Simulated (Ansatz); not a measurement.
# LiMgH (singlet): from Hartree-Fock to the top rungs at distance Li1–Mg2 = 6.039 Å, cc-pVTZ

Aim: climb from Hartree-Fock through coupled cluster for LiMgH (singlet) at one geometry and basis, and see what each rung misses.

Computed with Ansatz 0.2.0, Gaussian basis. Level: cc-pVTZ, core rule «outside noble gas», up to 6 orbitals frozen.

Plan: UHF; CCSD(T) on RHF; CCSD(T) on UHF; BCCD(T) on RHF; CCSDT(Q) on RHF; CCSDT(Q) on UHF; Full CI.

39 further runs of the same task are left out: 22 for a known fault of the program, 9 that didn't finish, 8 set aside as unsound or not needed. Runs told in other sessions of the task aren't counted.

### 1 The geometry

The geometry derives from a PBE0/def2-TZVP stationary point (not a proven minimum). One bond is set to the value named and the two fragments are kept rigid.

3 atoms, charge 0, spin multiplicity 1.

Atoms are counted from 1 here; the program's logs count them from 0.

Bond lengths: Mg2–H3 1.746 Å.

### 2 UHF

in.yaml

```yaml
crystal:
  periodic: [false, false, false]
  atoms:
    - {symbol: Li, position_ang: [0.000000, 0.000000, 4.608100]}
    - {symbol: Mg, position_ang: [0.000000, 0.000000, -1.430900]}
    - {symbol: H, position_ang: [0.000000, 0.000000, -3.177200]}
basis:
  gaussian: {orbitals: cc-pVTZ}
magnetization: {spin_polarized: true, initial_magnetization: 0}
hamiltonian: {xc: hf}
output: {orbitals: {seedname: orbitals}}
```

Run with:

```
> ansatz run in.yaml --threads 1 --pin off --events-out ev --progress --plain --max-ram 2393MiB
```

After this run come: CCSD(T) on RHF; CCSD(T) on UHF; BCCD(T) on RHF; CCSDT(Q) on RHF; CCSDT(Q) on UHF; Full CI.

Before running them: what should the planned runs give, taken together? Wanted: FCI from the RHF energy; RMP2 from FCI; UMP2 from FCI; RCCSD from FCI; RCCSD(T) from FCI; UCCSD(T) from FCI; RCCSDT(Q) from FCI; UCCSDT(Q) from FCI; T1 diagnostic.

The runs gave:

```
                         quantity                                                                     value
          FCI from the RHF energy                                                                -2.6930 eV
                    RMP2 from FCI                                                                +995.4 meV
                    UMP2 from FCI                                                                +320.3 meV
                   RCCSD from FCI                                                                +125.2 meV
                RCCSD(T) from FCI                                                                  -4.6 meV
                UCCSD(T) from FCI                                                                 +21.8 meV
               RCCSDT(Q) from FCI                                                                   0.0 meV
               UCCSDT(Q) from FCI                                                                  +3.8 meV
levels within 1 kcal/mol (43 meV)  UCCSD, RCCSD(T), UCCSD(T), BCCD(T), RCCSDT, UCCSDT, RCCSDT(Q), UCCSDT(Q)
                    T1 diagnostic                                                                     0.104
   effectively unpaired electrons                                                                      1.76
```

RCCSD(T) misses by -4.6 meV, 0.2 % of the correlation energy. CCSD(T) misses by -4.6 meV on the restricted determinant and by +21.8 meV on the unrestricted one; the two need not hold the same state or core. RCCSD(T) falls below full CI, which methods that aren't variational can do. With 1.8 effectively unpaired electrons against 0 the state is strongly multireference. Coupled cluster on one determinant still stays close here. These misses are within one basis, not against nature.
